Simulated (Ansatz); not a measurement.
Input file:

```yaml
crystal:
  periodic: [false, false, false]
  atoms:
    - {symbol: H, position_ang: [-1.842925, 0.059434, 0.000000]}
    - {symbol: H, position_ang: [-1.063925, 0.059434, 0.000000]}
    - {symbol: N, position_ang: [0.177075, 0.059434, 0.000000]}
    - {symbol: H, position_ang: [0.446156, -0.944792, 0.000000]}
basis:
  gaussian: {orbitals: cc-pVDZ}
magnetization: {spin_polarized: false, initial_magnetization: 2}
correlation: {method: fci, electrons: outside_noble_gas}
```

```sh
$ ansatz run in.yaml --threads 2 --pin off --events-out ev --progress --plain --max-ram 34560MiB --backend cuda --devices 0, --max-vram 37GiB
```

The program prints:

```
494 factors; integrals over basis functions are off by at most 2.5e-7 eV
mean field evaluation 1: about -1523.9643 eV, gradient 1.1e1 eV
mean field evaluation 2: about -1523.9644 eV, gradient 1.1e1 eV
mean field evaluation 4: about -1524.5196 eV, gradient 1.6e0 eV
mean field evaluation 8: about -1524.5522 eV, gradient 1.0e-1 eV
mean field -1524.55252293 eV, -56.0262718390 hartree, gradient 2.9e-6 eV, S^2 2.000000; 0 other end points of the search recorded, 0 dependent functions left out
mean field evaluation 16: about -1524.7912 eV, gradient 3.3e0 eV
1 core orbitals not correlated: weight in the atoms' cores, before any rotation towards them, 1.000 or more for the frozen orbitals, at most 0.000 for the correlated occupied ones
reference -1524.55252293 eV, -56.0262718390 hartree; 5, 3 occupied and 23, 25 virtual orbitals, 494 factors
state -1529.71350037 eV, -56.2159342614 hartree
Total energy: -1529.71350037 eV, -56.2159342614 hartree
```

Ran on 2 threads of AMD EPYC 7R13 with a shared H100 80 GB, shared host: 13 s wall, 0.8 GiB peak host memory.
